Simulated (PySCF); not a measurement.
# C2H3NO (Nitrosoethylene): the cost of one run

The runs use PySCF 2.14.0, with density-fitted response routines of our own; the level of theory stands in each step. All values are computed, except where a source is named. Atoms count from 0, in the outputs and in this text.

## Step 1: The starting structure

7 atoms, charge 0, multiplicity 1; geometry from: MMFF94s. The atoms were then displaced at random by about 0.03 Å, so the start is not that level's minimum.

Bonds of the start (Å): C0–C1 1.28, C1–N2 1.29, N2–O3 1.39, C0–H4 1.18, C0–H5 1.02, C1–H6 1.11.

## Step 2: Geometry optimisation at PBE0-D3(BJ)/def2-SVP

Job settings and geometry (Å):

```
{"job": {"xc": "PBE0", "basis": "def2-SVP", "d3": "d3bj", "grid": 1, "shake": 0.03, "kind": "geom"}, "charge": 0, "multiplicity": 1}
C     -0.959390    -0.197940    -0.270870
C      0.200610     0.219420     0.072370
N      1.113730    -0.681220     0.227830
O      2.362510    -0.186060     0.576750
H     -1.798510     0.610200    -0.453840
H     -1.305770    -1.144600    -0.455820
H      0.478680     1.278180     0.235020
```

The run is started by

```bash
$ OMP_NUM_THREADS=1 python probes_run.py task.json out
```

The driver reads the jobs from task.json and runs them one after another.

Q: Estimate the wall time and peak memory of this first job on 1 thread of Arm Neoverse N1, shared host.

About 22 s, with a peak of 0.3 GiB.
